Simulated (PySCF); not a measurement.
Compound: ethenimine, C2H3N.
Numbering: `[CH2:1]=[C:2]=[NH:3]` (hydrogens: H4, H5 on C1; H6 on N3)

Cartesian coordinates in Å at the PBE0-D3(BJ)/def2-SVP level; atoms count from 1:
```xyz
6
C2H3N angstrom
C     -0.9501   -0.1682   -0.0683
C      0.3541   -0.0207   -0.1273
N      1.5635    0.0710   -0.2866
H     -1.3829   -1.0868    0.3330
H     -1.6096    0.6306   -0.4119
H      2.0882    0.4780    0.4918
```

Computed, not measured: PySCF, PBE0-D3(BJ)/def2-SVP geometry optimisation, gas phase.

Take the most abundant isotopes and a rigid rotor. 

(1) What are A, B and C (MHz)?

(2) What kind of rotor is it?

(3) Is it planar, by Δ = Ic − Ia − Ib?

(4) Give the other two planar moments, Paa and Pbb, and the rms extents of the mass along the axes.

(5) Predict some low-J microwave lines.

## Answers

(1) Ia = 2.53, Ib = 52.31, Ic = 53.36 u·Å²; 505379 MHz·u·Å²/I gives A = 199609, B = 9661, C = 9471 MHz.

(2) A near-prolate asymmetric top; Ray's κ = -0.998.

(3) Not planar: Δ = Ic − Ia − Ib = -1.48 u·Å². For a rigid frame Δ = −2 Σ m c², so Σ m c² = 0.74 u·Å² lies off the ab plane: 0.65 from hydrogen and 0.09 from heavier atoms. The atom farthest from that plane is 0.80 Å away.

(4) Paa = Σ m a² = (Ib + Ic − Ia)/2 = 51.57 and Pbb = Σ m b² = (Ia + Ic − Ib)/2 = 1.79 u·Å². With the mass M = 41.03 u, the rms extents √(P/M) along a, b and c are 1.12, 0.21, 0.13 Å.

(5) The dipole components are |μa| = 0.28 D, |μb| = 0.00 D, |μc| = 1.51 D; the mirror of this Cs structure is the ac plane, so μb vanishes by symmetry and there are no b-type lines. The squared components, which scale the intensities, stand as 0.03 : 1.00 (a : c). Some lines, for components of 0.1 D or more:

```tsv
type	branch	J(Ka,Kc)	MHz	lower level (cm⁻¹)
a	Q	2(1,1) ← 2(1,2)	571	8.244
a	Q	3(1,2) ← 3(1,3)	1142	10.149
a	Q	5(1,4) ← 5(1,5)	2856	15.864
a	R	1(0,1) ← 0(0,0)	19132	0.000
a	R	2(1,2) ← 1(1,1)	38073	6.974
a	R	3(2,1) ← 2(2,0)	57396	27.271
a	R	4(3,2) ← 3(3,1)	76527	60.881
a	R	4(3,1) ← 3(3,0)	76527	60.881
a	R	4(1,3) ← 3(1,2)	76908	10.187
a	R	5(3,3) ← 4(3,2)	95660	63.434
c	R	5(1,4) ← 4(0,4)	287131	6.382
c	Q	4(2,3) ← 4(1,3)	569177	12.753
c	R	3(2,1) ← 2(1,1)	627240	8.263
c	R	4(2,2) ← 3(1,2)	646087	10.187
c	R	4(3,1) ← 3(2,1)	1026742	29.186
c	R	5(3,3) ← 4(2,3)	1045875	31.738
c	Q	4(4,1) ← 4(3,1)	1330301	63.434
c	R	4(4,1) ← 3(3,1)	1406828	60.881
c	R	5(4,1) ← 4(3,1)	1425960	63.434
c	R	5(4,2) ← 4(3,2)	1425960	63.434
c	Q	5(5,1) ← 5(4,1)	1710387	110.999
```

Not checked by PBE0-D3(BJ)/def2-SVP frequencies. No vibrational averaging or centrifugal distortion is included, and the geometry carries the error of its method. Quadrupole hyperfine structure (14N) is left out.
